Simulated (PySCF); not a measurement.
**Static response to an electric field**

Species: 1,4-pentadiyne, C5H4.
Cartesian coordinates in Å at the GFN2-xTB level; atoms count from 1:
```
atom  x, y, z in Å
C1    -2.1184   -0.8022    0.0662
C2    -1.1907   -0.0476    0.0515
C3    -0.0495    0.8516    0.0312
C4     1.1910    0.0996   -0.0499
C5     2.2020   -0.5350   -0.1235
H6    -2.9388   -1.4554    0.0795
H7    -0.1267    1.5182   -0.8354
H8    -0.0494    1.4596    0.9429
H9     3.0939   -1.0828   -0.1877
```

Level: CAM-B3LYP/def2-SVPD (PySCF), static field, nuclei fixed, core orbitals frozen in the response. The polarisability tensor in these axes (au):

```
x   72.23  1.36 -1.52
y    1.36 50.71  0.39
z   -1.52  0.39 38.91
```

Question: Give the principal values, the mean and the anisotropy Δα = √{½[(α1 − α2)² + (α2 − α3)² + (α1 − α3)²]}.

Answer: Principal values 38.82, 50.65 and 72.39 au; mean 53.95 au = 7.99 Å³ = 8.90 × 10⁻⁴⁰ C²·m²/J; Δα = 29.49 au (55 % of the mean).

Question: What is the dipole moment, and where does it point?

Answer: (-0.03, 0.52, 0.01) D, 0.52 D in size, pointing from the negative to the positive side. Measured along this direction, the outermost atoms are H9 and H6 at the negative end and H7 and H8 at the positive end.

Question: In a dilute gas of rigid molecules at 350 K, how does the orientational term μ²/3kT compare with the electronic polarisability?

Answer: In Gaussian units μ²/3kT = 1.85 Å³ against 7.99 Å³, a ratio of 0.23; the Debye molar polarisation (4π/3)N_A(α + μ²/3kT) is 24.8 cm³/mol, leaving out the vibrational part.

Question: What are the principal values of the traceless quadrupole moment, Θ = ½Σq(3rr − r²1), about the centre of nuclear charge?

Answer: -4.45, 1.29, 3.16 D·Å. The values depend on the origin, since the dipole doesn't vanish. The electronic extent ⟨r²⟩ about the same centre is 457 bohr², a root-mean-square distance of 1.94 Å for the 34 electrons.

Question: In TDDFT the mean static polarisability is Σ f/ω² over all singlet excitations (ω in hartree). How much of it do the 8 lowest give? Their energies (eV) and oscillator strengths: 6.60, 0.0003; 6.73, 0.0000; 6.87, 0.0070; 6.96, 0.0000; 7.00, 0.0012; 7.01, 0.0021; 7.49, 0.0430; 7.59, 0.0498.

Answer: They add up to 1.37 au, 2.5 % of the 53.95 au; the largest single term is 0.64 au, from the state at 7.59 eV. Terms in order: 0.01, 0.00, 0.11, 0.00, 0.02, 0.03, 0.57, 0.64 au. Higher excitations give the rest. The strengths listed sum to 0.103.

Question: Rayleigh depolarisation ratio (linearly polarised light, static tensor)?

Answer: ρ = 3Δα²/(45ᾱ² + 4Δα²) = 2608.8/(130978 + 3478.4) = 0.0194.

Question: Give the principal axes and the span of the nuclei along them.

Answer: Largest value along (1.00, 0.06, -0.04), where the nuclei span 6.05 Å; middle along (-0.06, 1.00, 0.04), 2.77 Å; least along (0.05, -0.04, 1.00), 1.78 Å. The response follows the extents in order.

Isolated species at its GFN2-xTB geometry, gas phase.

These values come from a run that also computed excited states. The run took 10 s wall on an Arm Neoverse V1 with one thread, no GPU, on a shared host.
